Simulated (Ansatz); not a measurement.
# [BH2F2]− (SMILES F[BH2-]F): methods side by side

[BH2F2]−: 5 atoms, total charge -1, spin state singlet. SMILES: `F[BH2-]F`. The shape is that of a GFN2-xTB optimisation.

Each level gives the vertical detachment energy (to the doublet neutral) (eV). The values are calculated.

```
         level                   kind  program  value (eV)  less FCI/STO-3G  CPU time (all runs)
  SVWN5/STO-3G                    LDA   Ansatz       -1.86            -0.80                1.5 s
 revPBE/STO-3G                    GGA   Ansatz       -1.73            -0.67                2.8 s
  BHLYP/STO-3G          global hybrid   Ansatz       -0.22            +0.84                  3 s
 B2PLYP/STO-3G          double hybrid   Ansatz       -0.82            +0.24                3.8 s
RPA@PBE/STO-3G                    RPA   Ansatz       -2.48            -1.42                3.9 s
BCCD(T)/STO-3G  coupled cluster or CI   Ansatz       -1.01            +0.05               0.89 s
CCSD(T)/STO-3G  coupled cluster or CI   Ansatz       -0.98            +0.08               0.64 s
  CCSDT/STO-3G  coupled cluster or CI   Ansatz       -1.06             0.00                2.3 s
    FCI/STO-3G     exact in the basis   Ansatz       -1.06             0.00                 30 s
```

FCI/STO-3G is exact within its basis and frozen core, so for wave-function methods in that basis the difference is their error; functionals converge differently with the basis, so for them it is only a difference. Sets without diffuse functions describe the anion poorly. The values span -2.48 to -0.22 eV. All rows use very small basis sets, so none should be taken for the real molecule's value. In so small a basis fixed costs decide the times, and correlated methods can beat functionals. CPU times are rough (shared hosts, several kinds of processor and program).
